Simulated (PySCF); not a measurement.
PySCF input (TPSSh/def2-TZVPD):

```python
from pyscf import gto, scf, dft

mol = gto.M(
    atom='''
    O     0.00640950    0.00082813    1.39432741
    C     0.00085310    0.00011022    0.18558322
    C    -0.00523531    1.28535289   -0.61238490
    C    -0.00038784   -1.28607943   -0.61087992
    H     0.00270891    2.14131370    0.05812234
    H    -0.00216275   -2.14124313    0.06068828
    H    -0.88988472    1.32626971   -1.25304413
    H     0.86529604    1.32407970   -1.27214134
    H     0.87833452   -1.32776204   -1.25959603
    H    -0.87694764   -1.32558514   -1.26255881
    ''',
    basis='def2-tzvpd',
    charge=0,
    spin=0,
    verbose=4,
)

mf = dft.RKS(mol, xc='tpssh').density_fit(auxbasis='def2-universal-jkfit')
mf.grids.level = 3
mf.conv_tol = 1e-9
mf.max_cycle = 100
mf.max_memory = 1500
mf.kernel()
if not mf.converged:
    mf = mf.newton()
    mf.kernel(mf.make_rdm1())
mf.analyze()
```

End of the output:

```
Extra cycle  E= -193.241039355504  delta_E= 7.62e-12  |g|= 7.42e-06  |ddm|= 8.28e-06
converged SCF energy = -193.241039355504
**** SCF Summaries ****
Total Energy =                        -193.241039355503972
Nuclear Repulsion Energy =             119.585712063628307
One-electron Energy =                 -497.787387875712284
Two-electron Energy =                  184.960636456580005
Two-electron Coulomb Energy =          212.099227803260391
DFT Exchange-Correlation Energy =      -27.138591346680375
HOMO-LUMO gap [eV] =                     5.384476460147122
**** MO energy ****
MO #1   energy= -19.0418674106025  occ= 2
MO #2   energy= -10.2001759329432  occ= 2
MO #3   energy= -10.1191078039856  occ= 2
MO #4   energy= -10.1191025954327  occ= 2
MO #5   energy= -1.02059150050408  occ= 2
MO #6   energy= -0.754280813772549 occ= 2
MO #7   energy= -0.696635912927569 occ= 2
MO #8   energy= -0.518216615587143 occ= 2
MO #9   energy= -0.448153019797355 occ= 2
MO #10  energy= -0.446019893852696 occ= 2
MO #11  energy= -0.437015085725011 occ= 2
MO #12  energy= -0.39234889496498  occ= 2
MO #13  energy= -0.380956584954563 occ= 2
MO #14  energy= -0.367689099091983 occ= 2
MO #15  energy= -0.34039542882546  occ= 2
MO #16  energy= -0.234107827612423 occ= 2
MO #17  energy= -0.0362319657879056 occ= 0
MO #18  energy= -0.00165043766851269 occ= 0
MO #19  energy= 0.0333523539033379 occ= 0
MO #20  energy= 0.0482109151570966 occ= 0
MO #21  energy= 0.0591812952607292 occ= 0
MO #22  energy= 0.0656171099129578 occ= 0
MO #23  energy= 0.079546358113679  occ= 0
MO #24  energy= 0.085728568925782  occ= 0
MO #25  energy= 0.091847575424145  occ= 0
MO #26  energy= 0.101917867378513  occ= 0
MO #27  energy= 0.10462691872949   occ= 0
MO #28  energy= 0.128986538979153  occ= 0
MO #29  energy= 0.134050453292525  occ= 0
MO #30  energy= 0.157483678719542  occ= 0
MO #31  energy= 0.162185369093661  occ= 0
MO #32  energy= 0.170910799616452  occ= 0
MO #33  energy= 0.193937600407151  occ= 0
MO #34  energy= 0.194015886681367  occ= 0
MO #35  energy= 0.210782049159399  occ= 0
MO #36  energy= 0.212072837090795  occ= 0
MO #37  energy= 0.242024992296231  occ= 0
MO #38  energy= 0.246480462116692  occ= 0
MO #39  energy= 0.255619632548759  occ= 0
MO #40  energy= 0.261649795637462  occ= 0
MO #41  energy= 0.275320279187506  occ= 0
MO #42  energy= 0.277263284982088  occ= 0
MO #43  energy= 0.279447404061372  occ= 0
MO #44  energy= 0.28196815000648   occ= 0
MO #45  energy= 0.287215595746878  occ= 0
MO #46  energy= 0.293766562106863  occ= 0
MO #47  energy= 0.303974357457321  occ= 0
MO #48  energy= 0.308658622159599  occ= 0
MO #49  energy= 0.323001517132426  occ= 0
MO #50  energy= 0.330461214724043  occ= 0
MO #51  energy= 0.330912785393407  occ= 0
MO #52  energy= 0.351646524022636  occ= 0
MO #53  energy= 0.362803405797231  occ= 0
MO #54  energy= 0.384454004507225  occ= 0
MO #55  energy= 0.395983239527381  occ= 0
MO #56  energy= 0.396847601833333  occ= 0
MO #57  energy= 0.403650841193381  occ= 0
MO #58  energy= 0.406683510689937  occ= 0
MO #59  energy= 0.414704926236909  occ= 0
MO #60  energy= 0.418580638044643  occ= 0
MO #61  energy= 0.434813278954715  occ= 0
MO #62  energy= 0.438763532570085  occ= 0
MO #63  energy= 0.453312028820455  occ= 0
MO #64  energy= 0.483878911901128  occ= 0
MO #65  energy= 0.498333950176818  occ= 0
MO #66  energy= 0.500389448592119  occ= 0
MO #67  energy= 0.527477907449745  occ= 0
MO #68  energy= 0.540340951770413  occ= 0
MO #69  energy= 0.54404663330628   occ= 0
MO #70  energy= 0.558555333061251  occ= 0
MO #71  energy= 0.576089869902089  occ= 0
MO #72  energy= 0.581880237137789  occ= 0
MO #73  energy= 0.607455975363473  occ= 0
MO #74  energy= 0.618082342539695  occ= 0
MO #75  energy= 0.625957661820535  occ= 0
MO #76  energy= 0.639467603735926  occ= 0
MO #77  energy= 0.64897526516126   occ= 0
MO #78  energy= 0.665069872715925  occ= 0
MO #79  energy= 0.682009415878916  occ= 0
MO #80  energy= 0.682618460854223  occ= 0
MO #81  energy= 0.693850626654276  occ= 0
MO #82  energy= 0.700266624586863  occ= 0
MO #83  energy= 0.717973540420203  occ= 0
MO #84  energy= 0.719380776673598  occ= 0
MO #85  energy= 0.732374161077688  occ= 0
MO #86  energy= 0.73619573770013   occ= 0
MO #87  energy= 0.774954156228348  occ= 0
MO #88  energy= 0.78242022714495   occ= 0
MO #89  energy= 0.846497282759407  occ= 0
MO #90  energy= 0.856697556729561  occ= 0
MO #91  energy= 0.881832143197385  occ= 0
MO #92  energy= 0.893106385240653  occ= 0
MO #93  energy= 0.928123611260382  occ= 0
MO #94  energy= 0.985280785163358  occ= 0
MO #95  energy= 1.05175189051762   occ= 0
MO #96  energy= 1.08436931195822   occ= 0
MO #97  energy= 1.08682348626347   occ= 0
MO #98  energy= 1.08935677776654   occ= 0
MO #99  energy= 1.1048230107749    occ= 0
MO #100 energy= 1.19117874326492   occ= 0
MO #101 energy= 1.20124327989437   occ= 0
MO #102 energy= 1.21292144676269   occ= 0
MO #103 energy= 1.27757870532057   occ= 0
MO #104 energy= 1.27923700295953   occ= 0
MO #105 energy= 1.28643767162281   occ= 0
MO #106 energy= 1.36567474822939   occ= 0
MO #107 energy= 1.40744713113236   occ= 0
[...]
```
